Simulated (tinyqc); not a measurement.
Worked calculation: extended Hueckel theory, for LiH. Computed by tinyqc, a small Python program that keeps every step (integrals from PySCF). Settings: charge = 0, K = 1.75, multiplicity = 1. Command: `OMP_NUM_THREADS=1 python tinyqc.py 25706 25707 out.jsonl` (the two numbers bound the seeds that draw the settings). One thread of a shared host (Intel(R) Xeon(R) Processor @ 2.60GHz), about 0.01 s of CPU time with the checks.

## Overlaps

Geometry (angstrom):
```
atom        x        y        z
Li    0.00000  0.00000  0.00000
H     0.00000  0.00000  1.44100
```

Parameters chosen for this run:
```
element  shell  Slater exponent  H_ii (eV)
H           1s          1.30000  -13.60000
Li          2s          0.65000   -5.40000
Li          2p          0.65000   -3.50000
```

Slater orbitals, each expanded in six Gaussians scaled to its exponent.

overlap S, lower triangle:
```
          1Li 2s  1Li 2px  1Li 2py  1Li 2pz    2H 1s
1Li 2s   1.00000
1Li 2px  0.00000  1.00000
1Li 2py  0.00000  0.00000  1.00000
1Li 2pz  0.00000  0.00000  0.00000  1.00000
2H 1s    0.38540  0.00000  0.00000  0.49318  1.00000
```

## Wolfsberg-Helmholz matrix

diagonal H_ii (eV): 1Li 2s -5.40000, 1Li 2px -3.50000, 1Li 2py -3.50000, 1Li 2pz -3.50000, 2H 1s -13.60000

K = 1.75000

H_ij = K' S_ij (H_ii + H_jj)/2 for i != j (the diagonal keeps H_ii), with K' = 1.75.

H (eV), lower triangle:
```
           1Li 2s   1Li 2px   1Li 2py   1Li 2pz      2H 1s
1Li 2s   -5.40000
1Li 2px   0.00000  -3.50000
1Li 2py   0.00000   0.00000  -3.50000
1Li 2pz   0.00000   0.00000   0.00000  -3.50000
2H 1s    -6.40722   0.00000   0.00000  -7.37927  -13.60000
```

## Orbitals

valence electrons = 2

Solve H C = S C e through S^(-1/2); fill by pairs from the bottom, a degenerate level sharing its electrons equally; each orbital has its largest coefficient positive (the first on a tie).

orbital energies (eV): -13.77707  -4.70120  -3.50000  -3.50000  4.58672

occupations: 2.00000  0.00000  0.00000  0.00000  0.00000

coefficients:
```
             MO1       MO2      MO3       MO4       MO5
1Li 2s   0.12074   0.84142  0.00000   0.00000   0.72224
1Li 2px  0.00000   0.00000  0.70480   0.70941   0.00000
1Li 2py  0.00000   0.00000  0.70941  -0.70480   0.00000
1Li 2pz  0.05242  -0.53906  0.00000   0.00000   1.05193
2H 1s    0.92155  -0.12795  0.00000   0.00000  -0.88231
```

sum of one-electron energies = -27.55413 eV

Within a degenerate level the vectors are fixed only up to a rotation; this is one choice.

## Mulliken analysis

P = C n C^T; charge = valence electrons (H 1, Li 1) minus the sum of (P S)_ii on the atom; overlap population = 2 sum P_ij S_ij between two atoms.

charges: 1Li 0.83192, 2H -0.83192

Overlap populations:
```
pair     value
2-1   0.266841
```
